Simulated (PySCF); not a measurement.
Below is a simulated gas-phase C 1s photoelectron spectrum of `C1[C@H]2C[C@H]3[C@@H]1[C@@H]23`.

Every computed line was given a Gaussian of 0.6 eV full width at half maximum and an area set by the number of equivalent atoms; the highest printed point is 100. Level of theory: PySCF, delta-SCF UKS SCAN, pcX-2 on the ionised atom, pcseg-1 elsewhere, spin-free X2C.

binding energy (eV), intensity and a bar:
```
    289.4          0 
    289.5          0 
    289.6          1 
    289.7          4 #
    289.8          9 ###
    289.9         18 #####
    290.0         33 ##########
    290.1         53 ################
    290.2         74 ######################
    290.3         92 ############################
    290.4        100 ##############################
    290.5         95 ############################
    290.6         78 #######################
    290.7         56 #################
    290.8         35 ##########
    290.9         19 ######
    291.0          9 ###
    291.1          3 #
    291.2          1 
    291.3          0 
    291.4          0
```

Question: Count the maxima, the lines and the sites behind this envelope.

Answer: The curve has 1 maximum (at 290.4 eV). Under it lie 4 lines from 4 inequivalent carbon sites. At this width some lines have no maximum of their own.

Question: Decompose the envelope and assign each component. Numbering: `[CH2:1]1[C@H:2]2[CH2:3][C@H:4]3[C@@H:5]1[C@@H:6]23`.

Answer: 
| position (eV) | relative area | line | atoms | environment |
| --- | --- | --- | --- | --- |
| 290.22 | 1 | C 1s | C6 | sp3 carbon at a ring junction |
| 290.40 | 2 | C 1s | C4/C5 | sp3 carbon at a ring junction |
| 290.44 | 2 | C 1s | C1/C3 | four-membered-ring carbon |
| 290.53 | 1 | C 1s | C2 | sp3 carbon at a ring junction |

Question: What are the centre and the root-mean-square width of the whole band?

Answer: The area-weighted mean of the lines is 290.40 eV. Their own spread about it is 0.09 eV (rms) and each Gaussian has σ = 0.6/2.355 = 0.25 eV; the variances add, which gives 0.27 eV.

The listed C 1s values span 0.31 eV, from C6 (bonded to 3 C and H) to C2 (bonded to 3 C and H). The values 290.40 and 290.44 eV lie too close for their order to be trusted.

No satellites, vibrations or lifetime broadening are included. The first atom of each set that the bonding makes equivalent was ionised and stands for the set. Geometry: PBE0-D3(BJ)/def2-SVP; no solvent, vibrations or thermal averaging.
